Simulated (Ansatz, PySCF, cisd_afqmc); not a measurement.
Species: C₂H₆O, charge 0, singlet. C2H6O (SMILES COC).
B3LYP-D3(BJ)/def2-TZVP minimum from Ansatz (a first-principles code):
```xyz
9

C      0.0048     1.1709    -0.2006
O      0.0068     0.0028     0.5882
C     -0.0092    -1.1727    -0.1892
H      0.0177     2.0231     0.4773
H      0.8882     1.2176    -0.8515
H     -0.8928     1.2283    -0.8310
H     -0.0065    -2.0184     0.4970
H     -0.9074    -1.2256    -0.8191
H      0.8735    -1.2363    -0.8396
```
Charge 0, spin multiplicity 1.

Atomisation energy term by term, kcal/mol (programs: Ansatz, cisd_afqmc). Open shells are spin-unrestricted; no spin-orbit coupling. Cores are frozen in correlated methods. Rows without X2C or -DK are non-relativistic. AFQMC/CISD: phaseless, guided by CISD from CCSD amplitudes; bars are statistical, one sigma. Outlying blocks are dropped, and bars are widened where a walk drifts. Over all cases where full CI ran beside it in this data, AFQMC minus full CI had a median of +0.1 mEh and passed +0.4 mEh in a tenth of the cases. CBS(X,Y): correlation extrapolated as X^-3, Hartree-Fock from the larger set. A bracket is a step between two methods taken in the basis named. '+ core + X2C': CCSD(T) terms for core correlation (cc-pwCVTZ) and scalar relativity (cc-pVTZ-DK). For partners of very few electrons the exact lower level stands in for a higher one.

```json
[
 {"term": "Hartree-Fock", "basis": "cc-pVQZ", "kcal/mol": "586.14"},
 {"term": "CCSD correlation", "basis": "CBS(cc-pVTZ,cc-pVQZ)", "kcal/mol": "200.22"},
 {"term": "(T)", "basis": "CBS(cc-pVTZ,cc-pVQZ)", "kcal/mol": "10.84"},
 {"term": "CCSDT(Q) - CCSD(T)", "basis": "cc-pVDZ", "kcal/mol": "0.50"},
 {"term": "core correlation", "basis": "cc-pwCVTZ", "kcal/mol": "2.47"},
 {"term": "scalar relativity", "basis": "X2C, cc-pVTZ-DK", "kcal/mol": "-0.65"},
 {"term": "minus zero-point energy", "basis": "Hessian by PySCF at B3LYP-D3(BJ)/def2-TZVP", "kcal/mol": "-49.84"},
 {"term": "sum: D0", "basis": "", "kcal/mol": "749.7"}
]
```

The step beyond CCSD(T) by other levels: AFQMC/CISD in cc-pVDZ 0.74 ± 0.29 kcal/mol.
